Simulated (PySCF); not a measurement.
A PySCF script (with the pyscf-properties extension) for the NMR shieldings of `InChI=1S/C4H6OS/c1-3(5)4(2)6/h6H,2H2,1H3/p-1`, on a GFN2-xTB, dihedral held geometry:

```python
import basis_set_exchange as bse
import numpy as np
from pyscf import gto, dft
from pyscf.prop import nmr

atoms = """
C    -1.704069    0.300109    1.191846
C    -0.866459    0.038344    0.178149
S    -1.301268   -0.489122   -1.401817
C     0.600988    0.088178    0.312853
C     1.308583    1.024212   -0.653671
O     1.232833   -0.582380    1.114484
H    -1.328916    0.610367    2.156354
H    -2.772604    0.225392    1.073136
H     0.845097    0.955082   -1.633289
H     2.368687    0.783529   -0.713628
H     1.189202    2.043453   -0.282861
"""
names = dict.fromkeys(["C", "S", "O", "H"], "pcSseg-1")
basis = {el: gto.basis.parse(bse.get_basis(n, elements=[el], fmt="nwchem")) for el, n in names.items()}
mol = gto.M(atom=atoms, basis=basis, charge=-1, verbose=0)
mf = dft.RKS(mol, xc="PBE0")
mf.grids.level = 2
mf.grids.alignment = dft.numint.BLKSIZE   # the property module wants whole blocks of grid points
mf.conv_tol = 1e-9
mf.kernel()

calc = nmr.RKS(mf)   # GIAO
C = mf.mo_coeff
Co = C[:, mf.mo_occ > 0]
resp = mf.gen_response(singlet=True, hermi=2)
def vind(x):   # induced exchange potential for any number of trial vectors
    d = np.einsum("pi,xij,qj->xpq", C, 2 * x.reshape(-1, C.shape[1], Co.shape[1]), Co, optimize=True)
    return np.einsum("xpq,pi,qj->xij", resp(d - d.transpose(0, 2, 1)), C, Co, optimize=True).ravel()
mo1, _ = nmr.rhf.solve_mo1(calc, with_cphf=vind)
sigma = calc.kernel(mo1)
for i, s in enumerate(sigma):   # ppm
    print("%2d %-2s %9.2f" % (i, mol.atom_pure_symbol(i), np.trace(s) / 3))
```

Task: What does it print?

Result: 
```
 0 C      91.23
 1 C       6.26
 2 S     404.58
 3 C     -19.27
 4 C     154.77
 5 O    -251.48
 6 H      27.07
 7 H      27.13
 8 H      26.13
 9 H      30.92
10 H      30.15
```

These numbers come from an equivalent density-fitted implementation of the same equations, which agrees with the script to about 0.01 ppm for H and up to a few tenths of a ppm for heavy atoms, so last digits may differ.

The geometry is no minimum: GFN2-xTB, dihedral held.

Size and cost of the density-fitted run: 134 basis functions, 12 s wall time on 1 thread of an Arm Neoverse V2, shared host; peak memory 0.64 GiB.
